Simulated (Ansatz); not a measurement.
**Worked example: BH2(CH3) + SiH2(SH)2 → BH(CH3)(SH) + SiH3(SH)**

Species: BH2(CH3), singlet; SiH2(SH)2, singlet; BH(CH3)(SH), singlet; SiH3(SH) (sulfanylsilane), singlet. The partners trade H for SH: B–H and Si–SH bonds give way to B–SH and Si–H.

Shapes, held fixed at every level: PBE0-D4/def2-TZVP. Flexible molecules stand in one conformer, not always the lowest. Programs: Ansatz 0.2.0. The zero-point and thermal change to 298 K, harmonic and unscaled (PBE0-D4/def2-TZVP), is +1.0 kJ/mol.

At CCSD(T)/CBS estimate; 1 Eh = 2625.50 kJ/mol:

| species | energy (Eh) |
| --- | --- |
| BH2(CH3) | -65.832552 |
| SiH2(SH)2 | -1087.086349 |
| BH(CH3)(SH) | -463.660898 |
| SiH3(SH) | -689.273356 |

Task: Work out ΔH(298 K) of the reaction at this level.

Result: 
1. Products less reactants: (-463.660898) + (-689.273356) − [(-65.832552) + (-1087.086349)] = -0.015353 Eh = -40.3 kJ/mol.
2. With the thermal change: -40.3 + (+1.0) = -39.3 kJ/mol.

Other levels give -63.5 (CCSD(T)/def2-SVP) to -34.7 kJ/mol (HF/def2-TZVPP). No measured value is set beside it here. The CBS estimate extrapolates MP2 from def2-TZVPP and def2-QZVPP and adds CCSD(T) − MP2 in the triple-zeta set, cores frozen.
